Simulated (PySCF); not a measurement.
Species: C3H6P2.
Geometry (PBE0-D3(BJ)/def2-SVP, Å), atoms numbered from 1 in this order:
```
atom  x, y, z in Å
C1     2.6531    0.4027   -0.2707
C2     1.6543   -0.2264   -0.5637
P3     0.2725   -1.2821   -0.9026
C4    -1.1043   -0.3545   -0.0594
P5    -1.4393    1.4458   -0.3958
H6     3.5366    0.9604   -0.0168
H7     0.0304   -0.8151   -2.2320
H8    -2.0286   -0.9157   -0.2778
H9    -0.9454   -0.4683    1.0261
H10   -1.4044    1.3641   -1.8233
H11   -0.0870    1.8965   -0.3049
```

All values: PBE0/pcSseg-1 (PySCF, non-relativistic), on one gas-phase PBE0-D3(BJ)/def2-SVP geometry that isn't relaxed in the solvent. The solvent is an IEF-PCM continuum (Bondi radii, 1.10 Å for H, scaled by 1.2). The model holds no explicit solvent molecules, cavitation or dispersion.

```
run  E − E(gas) (kcal/mol)  HOMO (eV)  HOMO–LUMO gap (eV)  dipole (D)
gas                   0.00      -6.72                6.23        0.42
  P                  -1.96      -6.70                6.28        0.43
  Q                  -5.05      -6.71                6.36        0.49
```

Task: The runs were made in cyclohexane and methanol. Which run belongs to which solvent?

Result: P = cyclohexane, Q = methanol. The dielectric constants are 2.017 (cyclohexane), 32.61 (methanol), and the energy falls further as ε rises. In this model the ground state sees the solvent through ε alone.

Task: How constant is the ratio of the lowering to (ε − 1)/(2ε + 1)?

Result: 
```tsv
solvent	(ε − 1)/(2ε + 1)	E − E(gas) (kcal/mol)	ratio (kcal/mol)	polarisation term (kcal/mol)
cyclohexane	0.202	-1.96	-9.7	-2.05
methanol	0.477	-5.05	-10.6	-5.69
```

The ratio changes by +9.2 % in size from cyclohexane to methanol. The polarisation term is half the interaction of the solute with the induced surface charges.

On an Intel Xeon Platinum 8259CL at 2.50 GHz with one thread, shared host with 96 logical CPUs at a one-minute load of 68, this took 13 s wall and 0.73 GiB of memory at its peak. This is the whole shielding run at PBE0/pcSseg-1 in methanol, SCF included.
